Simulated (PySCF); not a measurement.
Gas-phase reaction: 3 BCl2NH2 + 5 H + BCl3 → 3 BCl3.NH3 + BH2

Energies from PySCF (xtb for GFN2), thermal terms from the rigid-rotor harmonic-oscillator model, ideal gas at 1 bar. † marks an energy on the PBE0/def2-TZVP geometry and frequencies; other levels use their own. MP2 and CCSD(T) freeze the core. 6-31G* has spherical d functions here. Open shells (unrestricted): H (multiplicity 2), BH2 (multiplicity 2); the rest are closed-shell singlets. GFN2 has no spin-polarisation term. B3LYP is the form with VWN-RPA correlation. Adducts (BCl3.NH3) have no counterpoise correction, and HF, PBE, BLYP, B3LYP and PBE0 lack dispersion. BCl2NH2, BCl3.NH3: computed as isolated molecules; such fragments, hydroxides, amides, oligomers or adducts are transient or little studied in the gas. MP2 isn't extrapolated to the basis-set limit. CCSD(T) isn't extrapolated to the basis-set limit.

```tsv
level	ΔH°(298 K), kJ
B3LYP/6-31G*	-746
CCSD(T)/def2-TZVPP†	…
GFN2-xTB	-892
HF/def2-TZVP†	…
M06-2X/def2-TZVP†	…
MP2/def2-SVP†	…
MP2/def2-TZVPP†	-726
PBE0/def2-TZVP	-720
r2SCAN/def2-TZVP†	-740
ωB97X-V/def2-TZVP†	-761
```

**Question.** Some entries are withheld; supply them.

**Answer.** 
- CCSD(T)/def2-TZVPP†, ΔH°(298 K), kJ: -768
- HF/def2-TZVP†, ΔH°(298 K), kJ: -497
- M06-2X/def2-TZVP†, ΔH°(298 K), kJ: -760
- MP2/def2-SVP†, ΔH°(298 K), kJ: -665
